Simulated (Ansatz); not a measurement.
# BSiH2 (quartet): from Hartree-Fock to the top rungs at distance Si1–B2 = 3.630 Å, cc-pVDZ

Aim: climb from Hartree-Fock through coupled cluster and multireference methods for BSiH2 (quartet) at one geometry and basis, and see what each rung misses.

The runs use Ansatz 0.2.0, Gaussian basis; cc-pVDZ, core rule «outside noble gas», up to 6 orbitals frozen.

To be run: UHF; CCSD(T) on ROHF; CCSD(T) on UHF; BCCD(T) on ROHF; CISD as a restricted active space (open shells left free, so some higher excitations enter); CCSDT(Q) on ROHF; CCSDT(Q) on UHF; CCSDTQ on ROHF; CASSCF and MRCISD+Q, 5 electrons in 5 orbitals; CASSCF and NEVPT2, 5 electrons in 5 orbitals; CASSCF and MRCISD+Q, 9 electrons in 10 orbitals; CASSCF and NEVPT2, 9 electrons in 10 orbitals.

### Step 1. The geometry

The geometry derives from a PBE0/def2-TZVP stationary point (not a proven minimum). One bond is set to the value named and the two fragments are kept rigid.

4 atoms, charge 0, spin multiplicity 4.

Atoms are counted from 1 here; the program's logs count them from 0.

Bond lengths: B2–H3 1.191 Å, B2–H4 1.191 Å. Angles: H3–B2–H4 129.2°.

Coordinates:

```
Si    0.0000    0.0000    1.1633
B     0.0000    0.0000   -2.4667
H     0.0000   -1.0760   -2.9778
H     0.0000    1.0760   -2.9778
```

### Step 2. UHF

in.yaml

```yaml
crystal:
  periodic: [false, false, false]
  atoms:
    - {symbol: Si, position_ang: [0.000000, 0.000000, 1.163261]}
    - {symbol: B, position_ang: [0.000000, 0.000000, -2.466739]}
    - {symbol: H, position_ang: [0.000000, -1.075954, -2.977790]}
    - {symbol: H, position_ang: [0.000000, 1.075954, -2.977790]}
basis:
  gaussian: {orbitals: cc-pVDZ}
magnetization: {spin_polarized: true, initial_magnetization: 3}
hamiltonian: {xc: hf}
output: {orbitals: {seedname: orbitals}}
```

Run with:

```sh
ansatz run in.yaml --threads 1 --pin off --events-out ev --progress --plain --max-ram 4096MiB --backend cpu
```

The runs that follow: CCSD(T) on ROHF; CCSD(T) on UHF; BCCD(T) on ROHF; CISD as a restricted active space (open shells left free, so some higher excitations enter); CCSDT(Q) on ROHF; CCSDT(Q) on UHF; CCSDTQ on ROHF; CASSCF and MRCISD+Q, 5 electrons in 5 orbitals; CASSCF and NEVPT2, 5 electrons in 5 orbitals; CASSCF and MRCISD+Q, 9 electrons in 10 orbitals; CASSCF and NEVPT2, 9 electrons in 10 orbitals.

Before running them: what should the planned runs give, taken together? Wanted: RCCSDTQ from the RHF energy; RMP2 from RCCSDTQ; UMP2 from RCCSDTQ; RCCSD from RCCSDTQ; RCCSD(T) from RCCSDTQ; UCCSD(T) from RCCSDTQ; RCCSDT(Q) from RCCSDTQ; UCCSDT(Q) from RCCSDTQ; MRCISD+Q pair from RCCSDTQ.

As calculated:

| quantity | value |
| --- | --- |
| RCCSDTQ from the ROHF energy | -4.3663 eV |
| RMP2 from RCCSDTQ | +112.1 kJ/mol |
| UMP2 from RCCSDTQ | +111.5 kJ/mol |
| RCCSD from RCCSDTQ | +9.9 kJ/mol |
| RCCSD(T) from RCCSDTQ | +3.0 kJ/mol |
| UCCSD(T) from RCCSDTQ | +3.0 kJ/mol |
| RCCSDT(Q) from RCCSDTQ | +0.1 kJ/mol |
| UCCSDT(Q) from RCCSDTQ | +0.1 kJ/mol |
| MRCISD+Q pair from RCCSDTQ | -3.3 kJ/mol |
| NEVPT2 valence from RCCSDTQ | +87.4 kJ/mol |
| MRCISD+Q valence from RCCSDTQ | +0.3 kJ/mol |
| levels within 1 kcal/mol (43 meV) | RCCSD(T), UCCSD(T), BCCD(T), RCCSDT, UCCSDT, RCCSDT(Q), UCCSDT(Q), MRCISD+Q pair, MRCISD+Q valence |
| T1 diagnostic | 0.019 |
| effectively unpaired electrons | 3.02 |

What this shows: RCCSD(T) lands +3.0 kJ/mol from the yardstick (0.7 % of the correlation energy). One determinant dominates. Of the multireference levels listed MRCISD+Q valence comes nearest in total energy (+0.3 kJ/mol), which doesn't show that its space is the better one. These misses are within one basis, not against nature; the frozen cores of restricted and unrestricted runs differ, which can shift their rows.

With open shells the CI space here admits some higher excitations, so it is larger than plain CISD.
